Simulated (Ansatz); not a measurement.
System (SMILES): [F][Al][F], doublet.
Atoms: Al1, F2, F3. Bonds: Al1-F2, Al1-F3.

Basis-set convergence of the lowest harmonic wavenumber at B3LYP with Ansatz (a quantum-chemistry and plane-wave program). Each level at its own minimum, finite differences of forces, unscaled; the reference is a large set that could be run, not a limit. Cartesian d functions, on some or all atoms, in 6-31G**, 6-311G**; all else is spherical. The program fits the integrals of some runs and decomposes those of others, by size. Open shells are unrestricted. No added dispersion term, no relativity. Reference: the value in aug-pcseg-2, 232 cm⁻¹, itself unsure by roughly 2 cm⁻¹ (its mean distance from aug-cc-pV(T+d)Z, def2-TZVPPD).

| basis | functions | lowest harmonic wavenumber (cm⁻¹) |
|---|---|---|
| STO-3G | 19 | … |
| 6-31G | 31 | 231 |
| 6-31G** | 49 | … |
| 6-311G** | 63 | 231 |
| aug-pcseg-1 | 73 | … |
| aug-cc-pV(D+d)Z | 78 | 230 |
| pcseg-2 | 94 | 233 |
| def2-TZVPP | 104 | 230 |
| def2-TZVPD | 123 | 228 |
| 6-311++G(3df,3pd) | 125 | 229 |
| jun-cc-pV(T+d)Z | 126 | 228 |
| cc-pCVTZ | 145 | 228 |
| aug-cc-pV(T+d)Z | 147 | 231 |

Q: Some entries are withheld; supply them.

A: 
- STO-3G, lowest harmonic wavenumber (cm⁻¹): 281
- 6-31G**, lowest harmonic wavenumber (cm⁻¹): 243
- aug-pcseg-1, lowest harmonic wavenumber (cm⁻¹): 223
